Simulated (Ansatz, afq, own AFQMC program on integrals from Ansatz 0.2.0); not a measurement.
# CH3Si, doublet → CH3Si, quartet

| atom | x (Å) | y (Å) | z (Å) |
| --- | --- | --- | --- |
| Si | 0.0000 | -0.0890 | 0.5568 |
| C | 0.0000 | 0.0881 | -1.1386 |
| H | 0.0000 | 1.0983 | 1.4676 |
| H | 0.0000 | 1.0786 | -1.5870 |
| H | 0.0000 | -0.7467 | -1.8283 |

Connectivity, by distances: SiH–CH2.

E(quartet, charge +0) − E(doublet, charge +0) at this geometry, on ROHF and UHF determinants.

Basis cc-pVDZ. Only valence electrons are correlated. AFQMC by an in-house program on the Cholesky factors that Ansatz 0.2.0 writes for its CCSD(T) run. ph-AFQMC/CISD is guided by a CISD state made of CCSD amplitudes; releasing the constraint for a short imaginary time cuts its bias at the price of noise, slowly where states lie close. Uncertainties: one standard error, sampling alone. The errors of all members are added in quadrature.

No full CI on the walks' own integrals is used here; CCSDT(Q) serves as the reference and is uncertain by about the last step of the cluster series. Each member takes its own surest rung, up to full CI.

Errors are counted within cc-pVDZ, not against nature.

Cautions: CH₃Si (doublet): a spin-contaminated unrestricted determinant lies lower (UHF 312 meV lower, ⟨S²⟩ 1.19), the ph-AFQMC/HF walk drifts between its halves (2.3 errors), its ph-AFQMC/CISD value lies 16 ± 5 meV above CCSDT(Q); CH₃Si (quartet): another spin lies lower, the released energies rise steadily instead of settling, so no released level is given (meV from the phaseless value at times in 1/Eh: 0.3 ± 1.9 at 0.24, -4.1 ± 1.4 at 0.51, -0.3 ± 1.2 at 0.99, 0.7 ± 1.8 at 1.62, 3 ± 3 at 2.40), though the last usable value meets CCSDT(Q) within the noise; core correlation is missing, and it shifts such a gap most where an s electron is promoted.

Reference (CCSDT(Q)): 59.4 kcal/mol.

```json
{"level": "HF", "vertical spin gap (kcal/mol)": "28.5", "error against CCSDT(Q) (kcal/mol)": "-30.9"}
{"level": "MP2", "vertical spin gap (kcal/mol)": "57.8", "error against CCSDT(Q) (kcal/mol)": "-1.6"}
{"level": "CCSD", "vertical spin gap (kcal/mol)": "55.7", "error against CCSDT(Q) (kcal/mol)": "-3.7"}
{"level": "CCSD(T)", "vertical spin gap (kcal/mol)": "58.9", "error against CCSDT(Q) (kcal/mol)": "-0.5"}
{"level": "CCSDT", "vertical spin gap (kcal/mol)": "59.1", "error against CCSDT(Q) (kcal/mol)": "-0.3"}
{"level": "ph-AFQMC/CISD", "vertical spin gap (kcal/mol)": "59.0 ± 0.1", "error against CCSDT(Q) (kcal/mol)": "-0.4 ± 0.1"}
```

Correlation beyond CCSD(T) adds 0.5 kcal/mol. The perturbative (T) step is worth +3.2 kcal/mol.

A walk keeps the symmetry of its determinant, which the program's search chose and which needn't be the lowest solution, so a lower state of the same spin and another symmetry isn't excluded.
